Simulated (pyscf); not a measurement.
Structures and frequencies: ωB97X-D3(BJ)/def2-SVP in PySCF.

Question: For Br–SiH₂–Br + H₂O -> HBr + HO–SiH₂–Br, a four-centre exchange (singlet surface; Br–Si, H–O broken, Br–H, O–Si formed), PBE/def2-TZVP gives ΔE‡ = 8.3 kcal/mol and ΔE = -1.8 kcal/mol (zero: the separated reactants). In which direction and how far do B3LYP-D3(BJ)/def2-TZVP, PBE0-D3(BJ)/def2-TZVP, ωB97M-D3(BJ)/def2-TZVP move these?

Answer: B3LYP-D3(BJ): ΔE‡ = 9.6 kcal/mol, ΔE = -3.1 kcal/mol; PBE0-D3(BJ): ΔE‡ = 8.7 kcal/mol, ΔE = -0.9 kcal/mol; ωB97M-D3(BJ): ΔE‡ = 10.1 kcal/mol, ΔE = -3.3 kcal/mol. PBE's barrier lies under all of them, by 0.5 to 1.8 kcal/mol. Its reaction energy lies among theirs. On the reactant side the descent ends in an adduct with a O–Si contact, 8.4 kcal/mol over the separated species and 3.4 kcal/mol under the saddle at ωB97X-D3(BJ)/def2-TZVP. What is counted as formed (O–Si) is already present as a longer contact in the reactant adduct; forming that adduct is a step of its own. One saddle was located; it need not be the lowest between these sides. Elements up to Kr have no core potential and no relativistic terms here.
